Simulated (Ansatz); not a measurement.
Molecular dynamics of AlClH₂O

input.yaml

```yaml
crystal:
  periodic: [false, false, false]
  atoms:
    - { symbol: Al, position_ang: [0.293595, 0.073188, -0.714147] }
    - { symbol: Cl, position_ang: [1.068673, -0.22684, 1.721887] }
    - { symbol: H, position_ang: [1.683317, 0.216021, 0.261053] }
    - { symbol: O, position_ang: [-1.352921, -0.310701, -0.799785] }
    - { symbol: H, position_ang: [-1.987364, -0.598369, -0.136308] }
basis:
  gaussian: { orbitals: def2-SVP }
hamiltonian:
  xc: r2scan
md:
  timestep: 0.5
  n_steps: 183
  ensemble: nve
  temperature: 300.0
  initial_velocities: maxwell_boltzmann
  seed: 3069
```

Command:

```bash
$ ansatz run input.yaml --threads 1 --pin off --max-ram 2048MiB --backend cpu --events-out ev --progress --plain --runs-dir out
```

It starts at the highest image of a converged band, a first-order saddle point between two minima.

Output, in part (one step line in 4, the closing report, with atoms numbered from 0):

```
md step     0: t =     0.00 fs  T =   300.0 K  F+E_penalty+E_count = -21189.28239862 eV  E_kin = 0.116334 eV  conserved = -21189.16606462 eV  (27 SCF iters)
md step     4: t =     2.00 fs  T =   281.1 K  F+E_penalty+E_count = -21189.27489981 eV  E_kin = 0.109011 eV  conserved = -21189.16588890 eV  (32 SCF iters)
md step     8: t =     4.00 fs  T =   281.0 K  F+E_penalty+E_count = -21189.27497264 eV  E_kin = 0.108962 eV  conserved = -21189.16601105 eV  (32 SCF iters)
md step    12: t =     6.00 fs  T =   267.9 K  F+E_penalty+E_count = -21189.26975871 eV  E_kin = 0.103884 eV  conserved = -21189.16587430 eV  (31 SCF iters)
md step    16: t =     8.00 fs  T =   282.8 K  F+E_penalty+E_count = -21189.27567844 eV  E_kin = 0.109667 eV  conserved = -21189.16601139 eV  (31 SCF iters)
md step    20: t =    10.00 fs  T =   289.6 K  F+E_penalty+E_count = -21189.27816307 eV  E_kin = 0.112284 eV  conserved = -21189.16587925 eV  (31 SCF iters)
md step    24: t =    12.00 fs  T =   333.2 K  F+E_penalty+E_count = -21189.29512608 eV  E_kin = 0.129200 eV  conserved = -21189.16592609 eV  (32 SCF iters)
md step    28: t =    14.00 fs  T =   408.4 K  F+E_penalty+E_count = -21189.32424992 eV  E_kin = 0.158351 eV  conserved = -21189.16589879 eV  (31 SCF iters)
md step    32: t =    16.00 fs  T =   512.5 K  F+E_penalty+E_count = -21189.36493353 eV  E_kin = 0.198756 eV  conserved = -21189.16617705 eV  (30 SCF iters)
md step    36: t =    18.00 fs  T =   520.8 K  F+E_penalty+E_count = -21189.36822041 eV  E_kin = 0.201943 eV  conserved = -21189.16627712 eV  (28 SCF iters)
md step    40: t =    20.00 fs  T =   464.7 K  F+E_penalty+E_count = -21189.34578359 eV  E_kin = 0.180182 eV  conserved = -21189.16560116 eV  (28 SCF iters)
md step    44: t =    22.00 fs  T =   637.0 K  F+E_penalty+E_count = -21189.41333889 eV  E_kin = 0.247020 eV  conserved = -21189.16631880 eV  (30 SCF iters)
md step    48: t =    24.00 fs  T =   736.0 K  F+E_penalty+E_count = -21189.45180513 eV  E_kin = 0.285425 eV  conserved = -21189.16638063 eV  (30 SCF iters)
md step    52: t =    26.00 fs  T =   677.6 K  F+E_penalty+E_count = -21189.42861256 eV  E_kin = 0.262771 eV  conserved = -21189.16584119 eV  (30 SCF iters)
md step    56: t =    28.00 fs  T =   761.8 K  F+E_penalty+E_count = -21189.46114529 eV  E_kin = 0.295414 eV  conserved = -21189.16573157 eV  (27 SCF iters)
md step    60: t =    30.00 fs  T =  1003.7 K  F+E_penalty+E_count = -21189.55603375 eV  E_kin = 0.389222 eV  conserved = -21189.16681211 eV  (29 SCF iters)
md step    64: t =    32.00 fs  T =   951.1 K  F+E_penalty+E_count = -21189.53470381 eV  E_kin = 0.368821 eV  conserved = -21189.16588241 eV  (28 SCF iters)
md step    68: t =    34.00 fs  T =  1052.8 K  F+E_penalty+E_count = -21189.57437815 eV  E_kin = 0.408244 eV  conserved = -21189.16613439 eV  (28 SCF iters)
md step    72: t =    36.00 fs  T =  1218.2 K  F+E_penalty+E_count = -21189.63916899 eV  E_kin = 0.472403 eV  conserved = -21189.16676622 eV  (28 SCF iters)
md step    76: t =    38.00 fs  T =  1104.4 K  F+E_penalty+E_count = -21189.59406893 eV  E_kin = 0.428283 eV  conserved = -21189.16578544 eV  (30 SCF iters)
md step    80: t =    40.00 fs  T =  1195.4 K  F+E_penalty+E_count = -21189.62940268 eV  E_kin = 0.463559 eV  conserved = -21189.16584333 eV  (28 SCF iters)
md step    84: t =    42.00 fs  T =  1407.1 K  F+E_penalty+E_count = -21189.71279178 eV  E_kin = 0.545660 eV  conserved = -21189.16713178 eV  (29 SCF iters)
md step    88: t =    44.00 fs  T =  1258.4 K  F+E_penalty+E_count = -21189.65331370 eV  E_kin = 0.487964 eV  conserved = -21189.16534958 eV  (28 SCF iters)
md step    92: t =    46.00 fs  T =  1419.9 K  F+E_penalty+E_count = -21189.71738616 eV  E_kin = 0.550610 eV  conserved = -21189.16677662 eV  (28 SCF iters)
md step    96: t =    48.00 fs  T =  1412.2 K  F+E_penalty+E_count = -21189.71402119 eV  E_kin = 0.547634 eV  conserved = -21189.16638691 eV  (27 SCF iters)
md step   100: t =    50.00 fs  T =  1270.1 K  F+E_penalty+E_count = -21189.65813966 eV  E_kin = 0.492505 eV  conserved = -21189.16563498 eV  (28 SCF iters)
md step   104: t =    52.00 fs  T =  1415.9 K  F+E_penalty+E_count = -21189.71534537 eV  E_kin = 0.549040 eV  conserved = -21189.16630526 eV  (28 SCF iters)
md step   108: t =    54.00 fs  T =  1468.1 K  F+E_penalty+E_count = -21189.73615701 eV  E_kin = 0.569281 eV  conserved = -21189.16687587 eV  (28 SCF iters)
md step   112: t =    56.00 fs  T =  1312.2 K  F+E_penalty+E_count = -21189.67412477 eV  E_kin = 0.508855 eV  conserved = -21189.16526933 eV  (28 SCF iters)
md step   116: t =    58.00 fs  T =  1496.2 K  F+E_penalty+E_count = -21189.74728890 eV  E_kin = 0.580185 eV  conserved = -21189.16710384 eV  (27 SCF iters)
md step   120: t =    60.00 fs  T =  1344.8 K  F+E_penalty+E_count = -21189.68742143 eV  E_kin = 0.521485 eV  conserved = -21189.16593691 eV  (29 SCF iters)
md step   124: t =    62.00 fs  T =  1280.3 K  F+E_penalty+E_count = -21189.66212285 eV  E_kin = 0.496459 eV  conserved = -21189.16566420 eV  (29 SCF iters)
md step   128: t =    64.00 fs  T =  1462.6 K  F+E_penalty+E_count = -21189.73403577 eV  E_kin = 0.567182 eV  conserved = -21189.16685386 eV  (29 SCF iters)
md step   132: t =    66.00 fs  T =  1342.4 K  F+E_penalty+E_count = -21189.68659450 eV  E_kin = 0.520561 eV  conserved = -21189.16603313 eV  (28 SCF iters)
md step   136: t =    68.00 fs  T =  1332.5 K  F+E_penalty+E_count = -21189.68276591 eV  E_kin = 0.516727 eV  conserved = -21189.16603899 eV  (28 SCF iters)
md step   140: t =    70.00 fs  T =  1430.0 K  F+E_penalty+E_count = -21189.72135804 eV  E_kin = 0.554534 eV  conserved = -21189.16682440 eV  (28 SCF iters)
md step   144: t =    72.00 fs  T =  1235.1 K  F+E_penalty+E_count = -21189.64461069 eV  E_kin = 0.478945 eV  conserved = -21189.16566588 eV  (29 SCF iters)
md step   148: t =    74.00 fs  T =  1289.6 K  F+E_penalty+E_count = -21189.66602828 eV  E_kin = 0.500071 eV  conserved = -21189.16595731 eV  (30 SCF iters)
md step   152: t =    76.00 fs  T =  1417.6 K  F+E_penalty+E_count = -21189.71684076 eV  E_kin = 0.549734 eV  conserved = -21189.16710639 eV  (27 SCF iters)
md step   156: t =    78.00 fs  T =  1214.5 K  F+E_penalty+E_count = -21189.63617678 eV  E_kin = 0.470947 eV  conserved = -21189.16522961 eV  (28 SCF iters)
md step   160: t =    80.00 fs  T =  1377.9 K  F+E_penalty+E_count = -21189.70125304 eV  E_kin = 0.534330 eV  conserved = -21189.16692344 eV  (29 SCF iters)
md step   164: t =    82.00 fs  T =  1325.4 K  F+E_penalty+E_count = -21189.68020255 eV  E_kin = 0.513956 eV  conserved = -21189.16624701 eV  (28 SCF iters)
md step   168: t =    84.00 fs  T =  1197.5 K  F+E_penalty+E_count = -21189.62998709 eV  E_kin = 0.464372 eV  conserved = -21189.16561488 eV  (29 SCF iters)
md step   172: t =    86.00 fs  T =  1356.3 K  F+E_penalty+E_count = -21189.69239650 eV  E_kin = 0.525940 eV  conserved = -21189.16645661 eV  (27 SCF iters)
md step   176: t =    88.00 fs  T =  1354.7 K  F+E_penalty+E_count = -21189.69199664 eV  E_kin = 0.525308 eV  conserved = -21189.16668830 eV  (28 SCF iters)
md step   180: t =    90.00 fs  T =  1238.6 K  F+E_penalty+E_count = -21189.64569993 eV  E_kin = 0.480298 eV  conserved = -21189.16540147 eV  (28 SCF iters)
md step   183: t =    91.50 fs  T =  1411.7 K  F+E_penalty+E_count = -21189.71450736 eV  E_kin = 0.547431 eV  conserved = -21189.16707617 eV  (26 SCF iters)
Total energy: -21189.71451837 eV, -778.7076456456 hartree
Atom 0 at     0.024769     0.120094    -1.634290 Å, force     0.083907    -0.025576     0.011541 eV/Å
Atom 1 at     1.244836    -0.255106     2.298946 Å, force    -0.514678    -0.159192    -0.477034 eV/Å
Atom 2 at     2.126750     0.024017     3.163488 Å, force     0.490266     0.158270     0.450596 eV/Å
Atom 3 at    -1.305154    -0.332563    -0.696653 Å, force     0.134164     0.102847    -0.146177 eV/Å
Atom 4 at    -2.188609    -0.320848    -0.340178 Å, force    -0.193660    -0.076349     0.161073 eV/Å
Dipole moment:    -0.122287     0.081287     0.357264 e Å
```

All steps were run. The conserved energy stayed within 0.22 meV per atom of its start (net change -0.2 meV per atom), so the integration is sound. The kinetic energy rose, since the run started high on the potential surface and went downhill. It ends in pieces (AlHO + ClH), so much of that is their flight and rotation, not heat. A run of 0.091 ps of so small a system gives no equilibrium averages. The orbitals stay closed-shell, which can raise the energy where a bond breaks towards radicals; this wasn't checked here.

Between its relaxed ends the band would form Cl2–H3 and break Al1–Cl2, Al1–H3. These pairs go: Cl2–H3 1.65 → 1.27 Å, Al1–Cl2 2.57 → 4.14 Å, Al1–H3 1.70 → 5.24 Å. In the last frame they stand as after the step (other bonds may differ from the relaxed reactants and products). It ends as AlHO + ClH. Pairs count as bonded within 1.25 times the sum of covalent radii (0.12 Å more for H–H).

Last frame:

```xyz
5
Properties=species:S:1:pos:R:3
Al 0.025 0.120 -1.634
Cl 1.245 -0.255 2.299
H 2.127 0.024 3.163
O -1.305 -0.333 -0.697
H -2.189 -0.321 -0.340
```

The run took 7.8 min on 1 thread of Arm Neoverse V2, with other jobs on the host, peak memory 0.11 GiB.
